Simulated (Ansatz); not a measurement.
C$_{3}$H$_{6}$ClFO, SMILES `COC(F)CCl`, charge 0, multiplicity 1.

Task: Give a relaxed structure at PBE0-D4/def2-TZVP (the Gaussian-basis code of Ansatz). (Best estimate.)

Result: The calculation gave: 
Cartesian coordinates in Å:
```
C -1.490 0.276 -1.123
O -0.305 -0.359 -0.687
C 0.340 0.289 0.320
F 0.961 1.436 -0.164
C 1.430 -0.594 0.876
Cl 0.741 -1.930 1.814
H -1.274 1.243 -1.587
H -2.184 0.420 -0.287
H -1.948 -0.383 -1.858
H -0.355 0.626 1.102
H 2.014 -1.012 0.058
H 2.070 -0.013 1.536
```
This is one stationary point; other conformers may exist.
